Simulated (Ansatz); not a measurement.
**Si–CH2, triplet: vertical spin and charge gaps**

Geometry (PBE0/def2-TZVP stationary point for this spin, not checked as a minimum):

```xyz
4

Si    0.0000    0.0000    0.6502
C     0.0000    0.0000   -1.2146
H     0.0000   -0.9068   -1.8218
H     0.0000    0.9068   -1.8218
```

Basis 6-31G; Ansatz 0.2.0. Correlated methods freeze the noble-gas cores. R marks a restricted (for open shells ROHF) determinant, U an unrestricted one. Active spaces: valence = (10e, 10o) chosen from the atoms' valence shells.

Gaps are energies of the second state less the first, at fixed atoms, for a selection of the levels run; each method lands on the state that its own search finds for that charge and spin.

Unrestricted rows (U, and Kohn–Sham where it breaks symmetry) aren't spin-pure: their determinants' ⟨S²⟩ exceeds S(S+1) by up to 0.59, so they mix in states of higher spin. For open shells CISD and CISDTQ are restricted-active-space CI with the open shells as a complete middle space. A value is left out where its run failed or describes another state than the reference as far as symmetry and spin tell, or, spin-broken singlets apart, can't be checked.

Removing an electron, to the doublet: 6.604 eV at full CI (triplet A2, doublet ion B1, in C2v).

| level | gap (eV) | error (meV) |
| --- | --- | --- |
| UHF | 6.788 | 184 |
| RMP2 | 6.675 | 71 |
| UMP2 | 6.678 | 74 |
| UCCSD(T) | 6.607 | 3 |
| RCCSDT | 6.606 | 2 |
| UCCSDT | 6.606 | 2 |
| UCCSDTQ | 6.604 | 0 |
| PBE | 7.172 | 568 |
| PBE0 | 7.272 | 668 |
| wB97M-V | 6.963 | 359 |

Removing an electron, to the quartet: 8.751 eV at full CI (triplet A2, quartet ion A2, in C2v).

```tsv
level	gap (eV)	error (meV)
RHF	8.480	-271
UHF	8.463	-288
RMP2	8.685	-66
UMP2	8.722	-29
CISD	8.694	-57
RCCSD	8.757	6
UCCSD	8.753	2
RCCSD(T)	8.753	2
UCCSD(T)	8.752	1
BCCD(T)	8.755	4
RCCSDT	8.752	1
UCCSDT	8.751	0
CISDTQ	8.746	-5
RCCSDT(Q)	8.751	0
UCCSDT(Q)	8.750	-1
RCCSDTQ	8.751	0
UCCSDTQ	8.751	0
CASSCF (valence space)	8.312	-439
NEVPT2 (valence space)	8.627	-124
MRCISD (valence space)	8.724	-27
MRCISD+Q (valence space)	8.746	-5
PBE	9.451	700
r2SCAN	9.368	617
PBE0	9.497	746
B3LYP	9.637	886
wB97M-V	9.595	844
B2PLYP	9.308	557
RPA-PBE	9.016	265
```

PBE gives -1.343 eV for singlet less triplet. Estimate what full CI gives in 6-31G.

Full CI in 6-31G gives -1.432 eV, so against it PBE is off by 0.089 eV.

Large singles or doubles amplitudes warn of static correlation in the Si–CH2 singlet.

```json
{"level": "RCCSD(T)", "gap (eV)": "-1.420", "error (meV)": "12", "⟨S²⟩ where 0.1 over S(S+1) (first / second)": "– / –"}
{"level": "BCCD(T)", "gap (eV)": "-1.420", "error (meV)": "12", "⟨S²⟩ where 0.1 over S(S+1) (first / second)": "– / –"}
{"level": "RCCSDT(Q)", "gap (eV)": "-1.431", "error (meV)": "1", "⟨S²⟩ where 0.1 over S(S+1) (first / second)": "– / –"}
{"level": "RCCSDTQ", "gap (eV)": "-1.430", "error (meV)": "2", "⟨S²⟩ where 0.1 over S(S+1) (first / second)": "– / –"}
{"level": "NEVPT2 (valence space)", "gap (eV)": "-1.451", "error (meV)": "-19", "⟨S²⟩ where 0.1 over S(S+1) (first / second)": "– / –"}
{"level": "MRCISD+Q (valence space)", "gap (eV)": "-1.434", "error (meV)": "-2", "⟨S²⟩ where 0.1 over S(S+1) (first / second)": "– / –"}
{"level": "r2SCAN", "gap (eV)": "-1.149", "error (meV)": "283", "⟨S²⟩ where 0.1 over S(S+1) (first / second)": "– / –"}
{"level": "B3LYP", "gap (eV)": "-1.233", "error (meV)": "199", "⟨S²⟩ where 0.1 over S(S+1) (first / second)": "– / –"}
{"level": "wB97M-V", "gap (eV)": "-1.285", "error (meV)": "147", "⟨S²⟩ where 0.1 over S(S+1) (first / second)": "– / –"}
{"level": "B2PLYP", "gap (eV)": "-1.201", "error (meV)": "231", "⟨S²⟩ where 0.1 over S(S+1) (first / second)": "– / 0.17"}
```

Quintet less triplet: 2.218 eV at full CI (triplet A2, quintet B2, in C2v).

```
  level  gap (eV)  error (meV)
   UMP2     2.102         -116
  RCCSD     2.190          -28
 RCCSDT     2.216           -2
 UCCSDT     2.215           -3
RCCSDTQ     2.217           -1
UCCSDTQ     2.217           -1
    PBE     2.703          485
  B3LYP     2.905          687
 B2PLYP     2.700          482
RPA-PBE     2.636          418
```

In so small a basis the reference is far from its limit while semilocal and hybrid functionals are nearer theirs (RPA and double hybrids share much of the reference's basis error), so the functionals' errors here hold much of the reference's basis and frozen-core error, which can add to them or hide them.

Full CI is exact within this basis and frozen core; it isn't the basis-set limit. The frozen core follows each run's orbitals, which can shift R against U totals by a few meV.
